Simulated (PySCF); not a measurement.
C5H10N (doublet state).
Numbering: `[CH2:1]=[CH:2][C@@H:3]([CH3:4])[N:5][CH3:6]` (hydrogens: H7, H8 on C1; H9 on C2; H10 on C3; H11, H12, H13 on C4; H14, H15, H16 on C6)

Geometry (GFN2-xTB, Å), atoms numbered from 1 in this order:
```
atom  x, y, z in Å
C1    -1.6207   -1.2578   -0.7875
C2    -0.9712   -0.7652    0.2497
C3    -0.0888    0.4685    0.1916
C4    -0.4413    1.4103    1.3455
N5     1.2249   -0.0229    0.3404
C6     1.9549   -0.3057   -0.8232
H7    -2.2214   -2.1486   -0.7059
H8    -1.5986   -0.7878   -1.7572
H9    -0.9845   -1.2540    1.2123
H10   -0.2540    0.9702   -0.7806
H11   -0.2244    0.9240    2.2922
H12   -1.4961    1.6710    1.3052
H13    0.1548    2.3167    1.2761
H14    2.9588    0.1178   -0.7080
H15    1.5009    0.0642   -1.7549
H16    2.0989   -1.3917   -0.9069
```

The hyperfine couplings belong to this conformer and change with its torsions.

Computed with UKS B3LYP, pcH-1 on C H N, non-relativistic, mean-field spin-orbit, GIAO (PySCF). One conformer (not necessarily the lowest) at the GFN2-xTB geometry, without solvent, vibrations or thermal averaging. A GFN2-xTB geometry isn't a minimum of the functional, and hyperfine couplings can be far from their values at a DFT geometry. Stability of the SCF solution: not tested.

Computed for the main isotopes (class means, splittings of 0.05 mT or more): g = 2.0043; H14/H15/H16 1H +89.4 MHz (3.19 mT); N5 14N +34.3 MHz (1.22 mT); H10 1H +22.2 MHz (0.79 mT); H7 1H +4.3 MHz (0.15 mT); H9 1H -2.5 MHz (0.09 mT); 96 first-order lines, 13.04 mT wide.

Q: What changes when 14N at N5 is replaced by 15N?

A: Only the nuclear moment changes in this model. The ratio of g factors is -0.56638/0.40376 = -1.4028, so a goes from +34.3 to -48.1 MHz (1.716 mT). The spin goes from 1 to 1/2, so the 1:1:1 triplet becomes a 1:1 doublet. The spectrum then has 64 first-order lines over 12.31 mT.

Q: What changes when 1H at H14/H15/H16 is replaced by 2H at all these sites?

A: At a fixed geometry a is proportional to g_N: 0.85744/5.58569 = 0.1535, so a goes from +89.4 to +13.7 MHz (0.489 mT). The spin goes from 1/2 to 1, so the 1:3:3:1 quartet becomes a 1:3:6:7:6:3:1 septet. The spectrum then has 168 first-order lines over 6.42 mT.

Q: Where do the 13C satellites of C2 appear, and how strong are they?

A: a = +77.3 MHz, or 2.76 mT in magnitude, and I = 1/2, so to first order each main line has two satellites, at ±1.38 mT. The isotope's abundance is about 1.07 %, shared among 2 lines, so each has 0.54 % of the main line's intensity.

Q: Give position and intensity of the satellites from 13C at C6.

A: a = -34.6 MHz, or 1.23 mT in magnitude, and I = 1/2, so to first order each main line has two satellites, at ±0.62 mT. The isotope's abundance is about 1.07 %, shared among 2 lines, so each has 0.54 % of the main line's intensity.

Q: Give position and intensity of the satellites from 13C at C3.

A: a = -28.3 MHz, or 1.01 mT in magnitude, and I = 1/2, so to first order each main line has two satellites, at ±0.50 mT. The isotope's abundance is about 1.07 %, shared among 2 lines, so each has 0.54 % of the main line's intensity.

Means are taken over nuclei equivalent by connectivity, which assumes that they swap fast. The three 1H nuclei of mean +89.4 MHz run from 2.3 to 154.3 MHz in the frozen geometry.

On one thread of an Arm Neoverse V1, no GPU, shared host, this took 46 s (grids of density and orbitals included) and 0.93 GiB of memory at its peak.
